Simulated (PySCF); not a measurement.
# Frontier levels across methods

C5H7F.
SMILES with atom numbers: `[CH2:1]=[CH:2][CH2:3][C:4](=[CH2:5])[F:6]` (hydrogens: H7, H8 on C1; H9 on C2; H10, H11 on C3; H12, H13 on C5)

Structure used (PBE0-D3(BJ)/def2-SVP), in Å, numbered top down from 1:
```
atom  x, y, z in Å
C1    -1.774    1.113   -0.525
C2    -0.862    0.633    0.320
C3    -0.363   -0.776    0.334
C4     1.107   -0.916    0.096
C5     1.961    0.002   -0.346
F6     1.535   -2.153    0.378
H7    -2.226    0.482   -1.297
H8    -2.105    2.153   -0.474
H9    -0.428    1.299    1.076
H10   -0.570   -1.240    1.316
H11   -0.901   -1.391   -0.408
H12    3.016   -0.241   -0.478
H13    1.606    1.003   -0.590
```

Basis pcSseg-1 throughout (PySCF), one geometry. Isolated species at its PBE0-D3(BJ)/def2-SVP geometry (one conformer only).

How do the orbital energies, the gap and the dipole change with the method?

| method | kind | HOMO (eV) | LUMO (eV) | gap (eV) | μ (D) | SCF cycles |
| --- | --- | --- | --- | --- | --- | --- |
| BLYP | GGA | -5.95 | -0.86 | 5.08 | 1.27 | 15 |
| OPBE | GGA | -6.04 | -0.90 | 5.15 | 1.26 | 16 |
| B97-D | GGA | -6.06 | -0.91 | 5.15 | 1.31 | 15 |
| PBE | GGA | -6.09 | -1.02 | 5.08 | 1.27 | 15 |
| KT3 | GGA | -6.11 | -0.95 | 5.16 | 1.30 | 14 |
| KT2 | GGA | -6.12 | -1.01 | 5.11 | 1.33 | 15 |
| BP86 | GGA | -6.21 | -1.12 | 5.09 | 1.29 | 15 |
| LDA | LDA | -6.28 | -1.27 | 5.01 | 1.34 | 15 |
| B97-2 | global hybrid | -7.07 | -0.03 | 7.05 | 1.43 | 14 |
| B3LYP | global hybrid | -7.10 | -0.19 | 6.91 | 1.41 | 14 |
| PBE0 | global hybrid | -7.33 | 0.03 | 7.35 | 1.43 | 14 |
| mPW1PW91 | global hybrid | -7.36 | 0.01 | 7.37 | 1.45 | 13 |
| BHandHLYP | global hybrid | -8.39 | 1.21 | 9.60 | 1.57 | 12 |
| CAM-B3LYP | range-separated hybrid | -8.67 | 1.24 | 9.91 | 1.47 | 12 |
| wB97X-D | range-separated hybrid | -9.21 | 1.86 | 11.07 | 1.48 | 13 |
| HF | Hartree–Fock | -9.95 | 4.05 | 14.00 | 1.72 | 11 |
| LC-wPBE | range-separated hybrid | -10.06 | 2.41 | 12.47 | 1.47 | 15 |

The HOMO spans 4.11 eV, from BLYP down to LC-wPBE, and the gap runs from 5.01 eV (LDA) to 14.00 eV (HF). Over the methods BLYP (0 %), OPBE (0 %), B97-D (0 %), PBE (0 %), KT3 (0 %), KT2 (0 %), BP86 (0 %), LDA (0 %), B97-2 (21 %), B3LYP (20 %), PBE0 (25 %), mPW1PW91 (25 %), BHandHLYP (50 %), HF (100 %), a straight line through the gap against the share of exact exchange rises by 0.89 eV for each 10 % (correlation coefficient 1.000). The dipole ranges from 1.26 D (OPBE) to 1.72 D (HF). This basis has no diffuse functions.
